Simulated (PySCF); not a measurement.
Gas-phase reaction: Si2O2 + SiCl4 = SiO2 + 2 SiCl2

Method: PySCF energies plus ideal-gas RRHO corrections (1 bar). † marks an energy on the PBE0/def2-TZVP geometry and frequencies; other levels use their own. CCSD(T) freezes the core. All species are closed-shell singlets. Si2O2: computed as isolated molecules; such fragments, hydroxides, amides, oligomers or adducts are transient or little studied in the gas. CCSD(T) isn't extrapolated to the basis-set limit; its ΔH°(298 K) is 445.8 kJ in def2-SVP and 465.6 kJ in def2-TZVPP. The harmonic model lacks anharmonicity and excited electronic states, which grow with temperature; levels with a mode under 35 cm⁻¹ are left out. Warning, large T1 diagnostic: SiO2 (CCSD(T)/def2-SVP†).

| level | ΔE electronic, kJ | ΔH°(298 K), kJ | ΔS°(298 K), J/K | ΔG°(1600 K), kJ |
|---|---|---|---|---|
| CCSD(T)/def2-SVP† | 451 | 446 | 193 | 150 |
| PBE/def2-SVP | 408 | 403 | 189 | 114 |
| PBE/def2-TZVP† | 407 | 402 | 193 | 106 |
| PBE0/def2-TZVP | 467 | 462 | 193 | 166 |
| r2SCAN/def2-TZVP† | 458 | 452 | 193 | 156 |
| LDA/def2-TZVP† | 482 | 476 | 193 | 180 |
ΔH° is lowest at PBE/def2-TZVP† and highest at LDA/def2-TZVP†. No reference value is set beside these.
